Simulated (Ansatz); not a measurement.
One arrangement of a pair

The pair of H2O (SMILES O, atoms 1–3) and SiH3F (SMILES [SiH3]F, atoms 4–8), both closed shells, in one local arrangement (a lower one may exist), relaxed at PBE0-D4/def2-TZVP:

```tsv
atom	x (Å)	y (Å)	z (Å)
O1	-0.0114	0.4093	-1.8338
H2	0.8548	0.4214	-2.2473
H3	-0.2497	-0.5201	-1.7708
Si4	-0.1102	-0.0131	1.1755
F5	-0.4183	-1.3587	0.3456
H6	-0.2182	-0.3852	2.6089
H7	-1.1168	1.0142	0.8394
H8	1.2698	0.4324	0.8823
```

Program: Ansatz 0.2.0. Basis: def2-TZVPPD, with def2-QZVPPD for the basis limit. Cores are frozen in the correlated methods. B3LYP uses VWN-RPA correlation. Extrapolation: Hartree–Fock as exp(−7.88 √X), correlation as X^−2.97. Interaction energies count from these two fragments, frozen as in the pair, with the counterpoise correction; negative means bound.

Question: What is the interaction energy by CCSD(T) at an estimated basis limit (MP2 extrapolated from triple and quadruple zeta, plus CCSD(T) − MP2 in triple zeta)? (An estimate is asked for; the value comes from the calculation.)

Answer: Computed: -13.8 kJ/mol. Hartree–Fock alone gives -5.8 kJ/mol at the basis limit. It counts from the two fragments frozen as in the pair.

The same quantity by other methods in triple zeta, and each one's difference from that estimate:
```tsv
method	E_int (kJ/mol)	difference
PBE-D4	-13.5	0.3
revPBE-D4	-11.0	2.8
BLYP-D4	-11.6	2.3
r2SCAN-D4	-15.6	-1.7
B97M-V	-15.1	-1.2
PBE0-D4	-13.9	0.0
B3LYP-D4	-13.2	0.7
HSE06-D4	-13.7	0.1
wB97X-V	-14.1	-0.3
wB97M-V	-14.7	-0.8
B2PLYP	-9.7	4.2
HF	-5.8	8.0
MP2	-11.3	2.5
CCSD	-11.1	2.7
CCSD(T)	-12.1	1.8
```
Differences are method less estimate.

Question: Which atoms make the shortest contact between the fragments?

Answer: H3 and F5, 2.28 Å apart.

Basis-set superposition shift (counterpoise-corrected less uncorrected): CCSD(T) 2.2; MP2 2.1; HF 0.3; PBE0-D4 0.3; wB97M-V 0.3 kJ/mol.

T1 diagnostic: at most 0.012.

For scale, one of the runs: CCSD(T)/def2-TZVPPD, 213 basis functions, launched by `ansatz run in.yaml --threads 4 --pin off --events-out ev --progress --plain --max-ram 9574MiB`. Hardware: 4 CPU threads of an Arm Neoverse V2, shared host. Wall time 32 s; peak host memory 3 GiB.
